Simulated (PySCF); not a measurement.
# Phosphorus: a sound run and one with changed settings

Sound run: P [Ne] 3s2 3p3, P⁺ [Ne] 3s2 3p2. All numbers are calculated (PySCF 2.14, the non-relativistic Hamiltonian (point nucleus), in aug-cc-pV(D+d)Z (5s4p3d, 32 functions)). In the sound run the correlated levels freeze [Ne]. The sound run starts from symmetry-adapted Hartree-Fock orbitals and uses a fine grid where one is needed.

Changed run: scalar relativity by spin-free X2C-1e. This setting is unsound on purpose.

```tsv
species	method	sound run (hartree)	changed run (hartree)	converged
P	UHF	-340.70996	-341.43930	yes
P	PBE	-341.10049	-341.82916	yes
P	r2SCAN	-341.23584	-341.96465	yes
P	MP2	-340.77806	-341.50739	yes
P	CCSD(T)	-340.79889	-341.52816	yes
P⁺	UHF	-340.34482	-341.07452	yes
P⁺	PBE	-340.71443	-341.44349	yes
P⁺	r2SCAN	-340.84435	-341.57355	yes
P⁺	MP2	-340.39605	-341.12572	yes
P⁺	CCSD(T)	-340.41899	-341.14858	yes
```

Ionisation energy of P:

```csv
method,sound run (eV),changed run (eV)
UHF,9.936,9.926
PBE,10.505,10.495
r2SCAN,10.653,10.642
MP2,10.395,10.386
SCS-MP2,10.236,10.226
CCSD,10.323,10.314
CCSD(T),10.338,10.329
```

Most of the change in total energy is the relativistic energy itself. On top of that the contraction fixes the core shape for the Hamiltonian it was made with, so the changed run is not a good calculation with the other Hamiltonian either.

For comparison, NIST gives 10.487 eV between the lowest levels.
